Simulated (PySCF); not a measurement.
Bonds broken one at a time in the series B OH-NH2. Gas-phase values, no solvent. One relaxed conformer stands for each flexible species; it need not be the lowest. Strings in code marks are SMILES.

The dipole moment from two functionals at the same geometries (B3LYP-D3(BJ)/def2-TZVP), both in PySCF: PBE-D3(BJ)/def2-TZVP and B3LYP-D3(BJ)/def2-TZVP. B3LYP has the VWN-RPA correlation part, as in Gaussian. 

```
species                     B3LYP-D3(BJ)/def2-TZVP (D)
--------------------------  --------------------------
radical fragment (`[OH]`)                         1.77
radical fragment (`[NH2]`)                        1.94
radical fragment (`N[B]N`)                        1.64
whole molecule (`NB(N)N`)                         0.03
```

Task: What does PBE-D3(BJ)/def2-TZVP give for each?

Result: 
- radical fragment (`[OH]`): 1.73
- radical fragment (`[NH2]`): 1.90
- radical fragment (`N[B]N`): 1.70
- whole molecule (`NB(N)N`): 0.03
Over these rows, drawn at random from the members with no instability flagged (it was tested for open shells, ions and some series alone), PBE minus B3LYP-D3(BJ): mean -0.01 D, from -0.04 D to +0.06 D.
